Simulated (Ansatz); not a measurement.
## Errors in the atomisation enthalpy at 298 K

6 molecules with nitrogen; the atomisation enthalpy at 298 K in kJ/mol, computed less measured. Shapes, held fixed at every level: PBE0-D4/def2-TZVP. Flexible molecules stand in one conformer, not always the lowest. Thermal terms are harmonic and unscaled (PBE0-D4/def2-TZVP); the spin-orbit lowering of the free atoms is taken from their spectra. Programs: Ansatz 0.2.0. Measured values: Active Thermochemical Tables, CRC Handbook of Chemistry and Physics.

Levels: A = B2PLYP/def2-TZVPP; B = MP2/def2-SVP; C = CCSD(T)/CBS estimate.

```csv
molecule,from tabulated heats,A,B,C
CH3N (methanimine),1755,-11,-103,-3
N2H3 (SMILES [NH]N),1374,+1,-154,-1
C4H5N (pyrrole),4322,-30,-108,-17
"C2H8N2 (1,2-dimethylhydrazine)",4030,-45,-246,-12
C3H7NO (propionamide),4657,-42,-176,-12
C3H9N (isopropylamine),4669,-46,-215,-2
```

**Question.** Which level does best on this set, which worst, and which err to one side?

**Answer.** 
| level | kind | mean error | mean absolute error | worst case |
| --- | --- | --- | --- | --- |
| B2PLYP/def2-TZVPP | double hybrid | -28.8 | 29.2 | C3H9N |
| MP2/def2-SVP | perturbation theory | -167.0 | 167.0 | C2H8N2 |
| CCSD(T)/CBS estimate | coupled cluster or CI | -7.8 | 7.8 | C4H5N |

On this set CCSD(T)/CBS estimate has the smallest mean absolute error and MP2/def2-SVP the largest. B2PLYP/def2-TZVPP is too low in 5 of 6; MP2/def2-SVP is too low in 6 of 6; CCSD(T)/CBS estimate is too low in 6 of 6. Heats of the atoms come from ATcT where it has them. The levels differ in basis as well as in method. For B2PLYP/def2-TZVPP the error tends to grow with the atomisation enthalpy. Correlated wave functions converge slowly with the basis. Open shells run unrestricted. The CBS estimate extrapolates MP2 from def2-TZVPP and def2-QZVPP and adds CCSD(T) − MP2 in the triple-zeta set, cores frozen. The set is small.
